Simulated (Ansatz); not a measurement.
System: CHOS (charge +1, singlet). It need not be the lowest isomer of its formula. 
Geometry from a B3LYP-D3(BJ)/def2-TZVP (Ansatz, a program for electronic structure) optimisation:
```xyz
4

O      0.3696     0.6925    -1.5532
C      0.1278     0.2560    -0.5478
S     -0.1936    -0.4855     0.8930
H     -0.6258     0.6926     1.4247
```
Charge +1, spin multiplicity 1.

Basis-set convergence of Hartree-Fock and CCSD(T) correlation energies (hartree) with Ansatz. Cores are frozen in the correlated levels unless marked. No spin-orbit coupling. No relativistic terms.

| basis | functions | E(HF) | E(corr, CCSD(T)) | rough core time |
|---|---|---|---|---|
| cc-pV(D+d)Z | 56 | -510.54425 | -0.46798 | under 20 s |
| cc-pV(T+d)Z | 113 | -510.59310 | -0.57694 | under 20 s |
| cc-pV(Q+d)Z | 204 | -510.60526 | -0.61324 | 40 s |

Extrapolating the two largest sets (X = 3 and 4) as X^-3: E(corr) = (64·(-0.61324) - 27·(-0.57694))/37 = -0.6397 Eh, an estimate of the basis-set limit. The largest set recovers 95.9 % of it, the smallest 73.2 %.
